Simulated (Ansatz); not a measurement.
# The cluster CaI₂+: structure and electronic state

Aim: characterise the cluster CaI₂+ as a doublet: its structure, frontier levels and distribution of charge and spin.

The runs use Ansatz 0.2.0, Gaussian basis; UKS PBE0-D4/def2-TZVP.

The runs, in order: relaxation at r2SCAN-D4/def2-TZVP; a search for the lowest solution at PBE0-D4/def2-SVP; a single point at PBE0-D4/def2-TZVP.

1 further run of the same task is left out (set aside as unsound or not needed). Runs told in other sessions of the task aren't counted.

**1. Starting geometry**

3 atoms, charge 1, spin multiplicity 2.

Atoms are counted from 1 here; the program's logs count them from 0.

Bond lengths: Ca1–I2 2.839 Å, Ca1–I3 2.837 Å. Angles: I2–Ca1–I3 73.5°.

I takes a core potential in the def2 sets. No spin-orbit coupling is included. The ion is computed in the gas phase, without counter-ions or solvent.

The start is a GFN1-xTB geometry.

**2. Relaxation at r2SCAN-D4/def2-TZVP**

The input, in.yaml:

```yaml
crystal:
  periodic: [false, false, false]
  atoms:
    - {symbol: Ca, position_ang: [1.496380, 0.237100, -0.030030]}
    - {symbol: I, position_ang: [-0.481590, -1.773530, 0.290860]}
    - {symbol: I, position_ang: [-1.014780, 1.536430, -0.260820]}
basis:
  gaussian: {orbitals: def2-TZVP}
total_charge: 1
magnetization: {spin_polarized: true, initial_magnetization: 1}
hamiltonian: {xc: r2scan, dispersion: d4}
scf: {lower_state_search: "off"}
output: {orbitals: {seedname: orbitals}}
relax: {f_tol: 0.02, max_steps: 100}
```

Started as:

```sh
$ ansatz run in.yaml --threads 4 --pin off --events-out ev --progress --plain --max-ram 3916MiB
```

After this run come: Searching for the lowest solution, PBE0-D4/def2-SVP; Single point, PBE0-D4/def2-TZVP.

Before running them: what should the planned runs give, taken together? Wanted: point group; commonest bond; HOMO, LUMO at PBE0-D4/def2-TZVP; ⟨S²⟩.

**Answer**, as computed:

```
                                         quantity                           value
                                      point group                             C2v
                                   commonest bond  Ca–I, 2 of mean length 2.853 Å
HOMO, LUMO at PBE0-D4/def2-TZVP (over both spins)                -11.25, -8.73 eV
                                             ⟨S²⟩                           0.756
```

What this shows: The molecule keeps its bonding pattern by the stored test; the atoms moved 0.02 Å (rms). No usable vibrations, so a minimum isn't proven. The alpha HOMO lies nearest to I2, I3 about 49 % each and the alpha LUMO to Ca1 91 % (shares on a coarse grid); over both spins the LUMO of beta spin, not drawn, take the frontier's place. Whether this spin is the lowest isn't tested here.
